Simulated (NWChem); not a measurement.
Species: CH cation, singlet

```xyz
2

C      0.0000     0.0000    -0.1639
H      0.0000     0.0000     0.9834
```
Atoms are numbered in this order, from 1.

Results from NWChem. Low-valent species are run as closed-shell singlets; no triplet was tried in these runs. Coordinates come from a PBE0/def2-SVP optimisation. Total energies compare along this basis series because the functional is fixed.

```json
[
 {"level": "PBE/cc-pVDZ", "basis functions": "19", "energy (Ha)": "-38.0174", "highest occupied level (eV)": "-18.27", "orbital gap (eV)": "2.13"},
 {"level": "PBE/aug-cc-pVDZ", "basis functions": "32", "energy (Ha)": "-38.0180", "highest occupied level (eV)": "-18.27", "orbital gap (eV)": "2.13"},
 {"level": "PBE/cc-pVTZ", "basis functions": "44", "energy (Ha)": "-38.0253", "highest occupied level (eV)": "-18.26", "orbital gap (eV)": "2.14"},
 {"level": "PBE/aug-cc-pVTZ", "basis functions": "69", "energy (Ha)": "-38.0255", "highest occupied level (eV)": "-18.26", "orbital gap (eV)": "2.15"},
 {"level": "PBE/cc-pVQZ", "basis functions": "85", "energy (Ha)": "-38.0275", "highest occupied level (eV)": "-18.26", "orbital gap (eV)": "2.15"}
]
```
